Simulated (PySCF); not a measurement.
Fluorophosphane, FH2P.
InChI=1S/FH2P/c1-2/h2H2

Level of theory: PBE0-D3(BJ)/def2-SVP geometry optimisation, gas phase in PySCF 2.14.0.

Take the most abundant isotopes and a rigid rotor. 

(1) What are A, B and C (MHz)?

(2) What kind of rotor is it?

(3) Is it planar, by Δ = Ic − Ia − Ib?

(4) Give the coordinates in the principal-axis frame, origin at the centre of mass.

(5) Where do the levels up to J = 3 lie, in cm⁻¹?

(6) Which lines would a microwave search look for?

Results:

(1) Ia = 3.92, Ib = 34.29, Ic = 34.62 u·Å²; 505379 MHz·u·Å²/I gives A = 129059, B = 14739, C = 14598 MHz.

(2) A near-prolate asymmetric top: κ = (2 × 14739 − 129059 − 14598)/(129059 − 14598) = -1.00.

(3) Not planar: Δ = Ic − Ia − Ib = -3.58 u·Å². For a rigid frame Δ = −2 Σ m c², so Σ m c² = 1.79 u·Å² lies off the ab plane: 1.64 from hydrogen and 0.15 from heavier atoms. The atom farthest from that plane is 0.90 Å away.

(4) The sense of each axis is arbitrary; atoms in the order of the calculation.
```tsv
atom	mass (u)	a (Å)	b (Å)	c (Å)
F1	18.998	1.040	0.000	-0.015
P2	30.974	-0.583	0.000	0.068
H3	1.008	-0.835	-1.027	-0.903
H4	1.008	-0.835	1.026	-0.904
```

(5) Above 0(0,0):
J = 1: 1(0,1) 0.9786, 1(1,1) 4.7919, 1(1,0) 4.7966
J = 2: 2(0,2) 2.9357, 2(1,2) 6.7443, 2(1,1) 6.7585, 2(2,1) 18.1984, 2(2,0) 18.1984
J = 3: 3(0,3) 5.8714, 3(1,3) 9.6729, 3(1,2) 9.7013, 3(2,2) 21.1341, 3(2,1) 21.1341, 3(3,1) 40.2125, 3(3,0) 40.2125
Those of J = 1 are B + C, A + C and A + B.

(6) The dipole components are |μa| = 1.43 D, |μb| = 0.00 D, |μc| = 0.71 D; the mirror of this Cs structure is the ac plane, so μb vanishes by symmetry and there are no b-type lines. Intensities carry the squares of the components, which stand as 1.00 : 0.25 (a : c). Some lines, for components of 0.1 D or more:

```
type  branch         J(Ka,Kc)     MHz  lower level (cm⁻¹)
   a       Q  3(1,2) ← 3(1,3)     851               9.673
   a       R  1(0,1) ← 0(0,0)   29337               0.000
   a       R  2(0,2) ← 1(0,1)   58674               0.979
   c       Q  3(1,3) ← 3(0,3)  113966               5.871
   a       R  4(1,3) ← 3(1,2)  117631               9.701
   c       R  2(1,1) ← 1(0,1)  173277               0.979
   c       R  5(1,4) ← 4(0,4)  262140               9.786
   c       Q  3(2,2) ← 3(1,2)  342747               9.701
   c       R  4(2,3) ← 3(1,3)  460946               9.673
   c       R  3(3,1) ← 2(2,1)  659965              18.198
```

No PBE0-D3(BJ)/def2-SVP frequencies stand behind this structure, so it isn't proved a minimum. These are rigid-rotor constants of the computed structure; measured ground-state constants (B0) also hold zero-point vibration.
